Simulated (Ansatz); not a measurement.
**SO₂F₂: ionisation energy by level of theory**

One table from this session's results is given with a row withheld; the runs are named, their logs left out.

Program: Ansatz 0.2.0, Gaussian basis. Level of theory: unrestricted cation, the program's frozen cores in correlated methods. These are calculated values, not measurements.

The runs, in order: UKS PBE-D4/def2-TZVPP; UKS r2SCAN-D4/def2-TZVPP; UKS PBE0-D4/def2-TZVPP; UKS B3LYP-D4/def2-TZVPP; UKS wB97X-V/def2-TZVPP; UKS wB97M-V/def2-TZVPP; UKS B2PLYP/def2-TZVPP; UHF-CCSD(T)/def2-TZVPP; UHF-CCSD(T)/def2-QZVPP; extrapolation to the limit; then −ε(HOMO) from the neutral's earlier runs with LDA (SPW92), PBE-D4, revPBE-D4, BLYP-D4, r2SCAN-D4, B97M-V, PBE0-D4, B3LYP-D4, r2SCANh-D4, r2SCAN0-D4, HSE06-D4, BHLYP-D4, CAM-B3LYP-D4, LC-ωPBE, ωB97X-V, ωB97M-V.

## Structure used throughout

The geometry comes from an earlier relaxation with PBE0-D4 in a triple-zeta def2 set; it is a stationary point.

SMILES `O=S(=O)(F)F`, 5 atoms, charge 0, spin multiplicity 1.

Atoms are counted from 1 here; the program's logs count them from 0.

Bond lengths: O1–S2 1.404 Å, S2–O3 1.404 Å, S2–F4 1.539 Å, S2–F5 1.539 Å. Angles: O1–S2–O3 124.9°, O1–S2–F4 108.1°, O1–S2–F5 108.1°, O3–S2–F4 108.1°, O3–S2–F5 108.1°, F4–S2–F5 95.6°.

The first run:

File in.yaml:

```yaml
crystal:
  periodic: [false, false, false]
  atoms:
    - {symbol: O, position_ang: [-0.388173, -0.151073, 1.421719]}
    - {symbol: S, position_ang: [0.070873, -0.096864, 0.095874]}
    - {symbol: O, position_ang: [1.129589, -0.862245, -0.418749]}
    - {symbol: F, position_ang: [-1.140880, -0.267578, -0.837449]}
    - {symbol: F, position_ang: [0.328593, 1.377759, -0.261405]}
basis:
  gaussian: {orbitals: def2-TZVPP}
total_charge: 1
magnetization: {spin_polarized: true, initial_magnetization: 1}
hamiltonian: {xc: pbe, dispersion: d4}
```

The run is started by

```console
ansatz run in.yaml --threads 2 --pin off --events-out ev --progress --plain --max-ram 32768MiB --backend cpu
```

Steps of the session up to this table: Cation, UKS PBE-D4/def2-TZVPP; Cation, UKS r2SCAN-D4/def2-TZVPP; Cation, UKS PBE0-D4/def2-TZVPP; Cation, UKS B3LYP-D4/def2-TZVPP; Cation, UKS wB97X-V/def2-TZVPP; Cation, UKS wB97M-V/def2-TZVPP; Cation, UKS B2PLYP (frozen core)/def2-TZVPP; Cation, UHF-CCSD(T)/def2-TZVPP; Cation, UHF-CCSD(T)/def2-QZVPP.

One of the session's tables, all rows but one given; the rest of the session is left out.

Orbital estimates, from the neutral's runs:

| functional | −ε(HOMO) (eV) |
| --- | --- |
| LDA (SPW92) | 9.07 |
| PBE-D4 | 8.80 |
| revPBE-D4 | 8.71 |
| BLYP-D4 | 8.71 |
| r2SCAN-D4 | 9.23 |
| B97M-V | 9.32 |
| PBE0-D4 | 10.61 |
| B3LYP-D4 | 10.32 |
| r2SCANh-D4 | ? |
| r2SCAN0-D4 | 10.91 |
| HSE06-D4 | 10.19 |
| BHLYP-D4 | 12.35 |
| CAM-B3LYP-D4 | 12.12 |
| LC-ωPBE | 13.46 |
| ωB97X-V | 13.08 |
| ωB97M-V | 13.01 |

Estimate the missing values for r2SCANh-D4.

Worked estimate for «−ε(HOMO) (eV)». Against the share of exact exchange, r2SCAN-D4 (0, 9.23), r2SCAN0-D4 (0.25, 10.91) give a slope of 6.72 per unit share; at 0.1 the line stands at 9.90.

**Answer.** −ε(HOMO) (eV): 9.90. In «−ε(HOMO) (eV)» the line misses by 0.00.

Limits of these values: The cation may have settled in a state other than its lowest; no search over hole states beyond the program's own was made.
